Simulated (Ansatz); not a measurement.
# NH4+ (singlet): the correlation ladder at distance N1–H4 = 1.143 Å, 6-31G

How much of the correlation energy of NH4+ (singlet) does each wave-function method recover here?

Computed with Ansatz 0.2.0, Gaussian basis. Level: 6-31G, core rule «outside noble gas», up to 1 orbitals frozen.

Plan: UHF; CCSD(T) on RHF; BCCD(T) on RHF; CISD; CCSDT(Q) on RHF; CISDTQ; CCSDTQ on RHF; CASSCF and MRCISD+Q, 2 electrons in 2 orbitals; CASSCF and NEVPT2, 2 electrons in 2 orbitals; CASSCF and MRCISD+Q, 8 electrons in 8 orbitals; CASSCF and NEVPT2, 8 electrons in 8 orbitals; Full CI.

18 further runs of the same task are left out: 15 that didn't finish, 3 set aside as unsound or not needed.

## (1) The geometry

The geometry derives from a PBE0/def2-TZVP stationary point (not a proven minimum). One bond is set to the value named and the two fragments are kept rigid.

5 atoms, charge 1, spin multiplicity 1.

Atoms are counted from 1 here; the program's logs count them from 0.

Bond lengths: N1–H2 1.024 Å, N1–H3 1.024 Å, N1–H4 1.143 Å, N1–H5 1.024 Å. Angles: H2–N1–H3 109.5°, H2–N1–H4 109.5°, H2–N1–H5 109.5°, H3–N1–H4 109.5°, H3–N1–H5 109.5°, H4–N1–H5 109.5°.

## (2) UHF

Contents of in.yaml:

```yaml
crystal:
  periodic: [false, false, false]
  atoms:
    - {symbol: N, position_ang: [0.003840, -0.003844, 0.003875]}
    - {symbol: H, position_ang: [0.594184, 0.588457, 0.594089]}
    - {symbol: H, position_ang: [-0.589080, -0.592091, 0.595559]}
    - {symbol: H, position_ang: [-0.653871, 0.654553, -0.659735]}
    - {symbol: H, position_ang: [0.595401, -0.597497, -0.583757]}
basis:
  gaussian: {orbitals: 6-31G}
total_charge: 1
magnetization: {spin_polarized: true, initial_magnetization: 0}
hamiltonian: {xc: hf}
output: {orbitals: {seedname: orbitals}}
```

The run is started by

```bash
$ ansatz run in.yaml --threads 1 --pin off --events-out ev --progress --plain --max-ram 2393MiB
```

Further steps of the session: CCSD(T) on RHF; BCCD(T) on RHF; CISD; CCSDT(Q) on RHF; CISDTQ; CCSDTQ on RHF; CASSCF and MRCISD+Q, 2 electrons in 2 orbitals; CASSCF and NEVPT2, 2 electrons in 2 orbitals; CASSCF and MRCISD+Q, 8 electrons in 8 orbitals; CASSCF and NEVPT2, 8 electrons in 8 orbitals; Full CI.

**Question.** What will the summary of the whole plan be? Wanted: FCI below the RHF energy; RMP2 from FCI; RCCSD from FCI; RCCSD(T) from FCI; RCCSDT(Q) from FCI; NEVPT2 pair from FCI; MRCISD+Q pair from FCI; NEVPT2 valence from FCI; T1 diagnostic.

The runs gave:

```
                         quantity                                                                                                   value
         FCI below the RHF energy                                                                                              -3.7652 eV
                    RMP2 from FCI                                                                                         +10.89 kcal/mol
                   RCCSD from FCI                                                                                          +1.19 kcal/mol
                RCCSD(T) from FCI                                                                                          +0.27 kcal/mol
               RCCSDT(Q) from FCI                                                                                           0.00 kcal/mol
             NEVPT2 pair from FCI                                                                                          +8.42 kcal/mol
           MRCISD+Q pair from FCI                                                                                          +0.53 kcal/mol
          NEVPT2 valence from FCI                                                                                          +3.92 kcal/mol
levels within 1 kcal/mol (43 meV)  RCCSD(T), BCCD(T), RCCSDT, CISDTQ, RCCSDT(Q), RCCSDTQ, MRCISD+Q pair, MRCISD valence, MRCISD+Q valence
                    T1 diagnostic                                                                                                   0.007
   effectively unpaired electrons                                                                                                    0.02
```

What this shows: RCCSD(T) misses by +0.27 kcal/mol, 0.3 % of the correlation energy. One determinant dominates. Of the multireference levels listed MRCISD+Q valence comes nearest in total energy (+0.01 kcal/mol), which doesn't show that its space is the better one. These misses are within one basis, not against nature.
